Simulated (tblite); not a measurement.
Species: C₆H₆.
Atom-mapped SMILES: `[cH:1]1[cH:2][cH:3][cH:4][cH:5][cH:6]1` (hydrogens: H7 on C1; H8 on C2; H9 on C3; H10 on C4; H11 on C5; H12 on C6)

Computed with GFN2-xTB (tblite), gas phase: L-BFGS steps from a force-field or distance-geometry start until the largest atomic force falls under 0.01 eV/Å.

Step 5: E = -432.1051 eV
```
atom  x, y, z in Å  |  force x, y, z in eV/Å
C1      0.9580    1.0070   -0.0224   -0.002  -0.028   0.019
C2      1.3416   -0.3233   -0.0152    0.074  -0.026  -0.009
C3      0.3881   -1.3264    0.0013    0.019  -0.025   0.027
C4     -0.9573   -1.0056    0.0160    0.030   0.018  -0.019
C5     -1.3398    0.3234    0.0091   -0.044   0.026   0.016
C6     -0.3886    1.3277   -0.0072    0.031   0.030  -0.018
H7      1.7044    1.7895   -0.0361   -0.026  -0.033   0.001
H8      2.3885   -0.5913   -0.0214    0.019   0.055  -0.009
H9      0.7006   -2.3594    0.0086   -0.005  -0.050  -0.005
H10    -1.7060   -1.7837    0.0310    0.007  -0.019  -0.002
H11    -2.3859    0.5806    0.0198   -0.120   0.024   0.002
H12    -0.7023    2.3610   -0.0094    0.018   0.029  -0.004
```

Step 6: E = -432.1058 eV
```
atom  x, y, z in Å  |  force x, y, z in eV/Å
C1      0.9572    1.0051   -0.0220    0.007  -0.020   0.013
C2      1.3435   -0.3240   -0.0150   -0.005  -0.025  -0.007
C3      0.3892   -1.3263    0.0018    0.023  -0.020   0.021
C4     -0.9559   -1.0046    0.0159   -0.025   0.011  -0.015
C5     -1.3410    0.3242    0.0092   -0.033   0.027   0.014
C6     -0.3883    1.3279   -0.0076   -0.027   0.006  -0.010
H7      1.7022    1.7865   -0.0360    0.016   0.012   0.001
H8      2.3892   -0.5895   -0.0218    0.069   0.036  -0.008
H9      0.6999   -2.3595    0.0085   -0.001  -0.062  -0.003
H10    -1.7050   -1.7834    0.0308    0.026  -0.003  -0.002
H11    -2.3884    0.5814    0.0200   -0.074   0.011   0.001
H12    -0.7015    2.3614   -0.0096    0.024   0.027  -0.005
```

**Question.** Estimate the geometry and energy of step 7. (The exact step hangs on the optimiser's Hessian estimate; all steps are aligned on step 6, rigid shifts and turns removed.)

**Answer.** E = -432.1063 eV, largest force 0.077 eV/Å
```
atom  x, y, z in Å  |  force x, y, z in eV/Å
C1      0.9565    1.0034   -0.0215    0.013  -0.009   0.004
C2      1.3449   -0.3250   -0.0150   -0.028  -0.006  -0.001
C3      0.3902   -1.3266    0.0025    0.003  -0.035   0.010
C4     -0.9550   -1.0037    0.0155   -0.048   0.030  -0.005
C5     -1.3427    0.3255    0.0095   -0.018  -0.007   0.007
C6     -0.3883    1.3281   -0.0081   -0.061   0.003   0.000
H7      1.7009    1.7847   -0.0359    0.031   0.028   0.002
H8      2.3910   -0.5875   -0.0223    0.073   0.023  -0.006
H9      0.6995   -2.3608    0.0084   -0.005  -0.044  -0.001
H10    -1.7039   -1.7833    0.0306    0.032   0.004  -0.003
H11    -2.3916    0.5821    0.0201   -0.023  -0.001   0.000
H12    -0.7004    2.3624   -0.0097    0.030   0.015  -0.006
```

The energy changes by -0.0005 eV. The first-order estimate −F·Δx gives -0.0008 eV and the mean of the old and new forces, exact on a quadratic surface, -0.0005 eV. The step makes an angle of 43° with the force vector and moves no atom by more than 0.003 Å.

The cost below is that of the whole relaxation. Time: under 0.1 s wall. Hardware: an Arm Neoverse V1 with one thread, shared host with 32 logical CPUs at a one-minute load of 8.8.
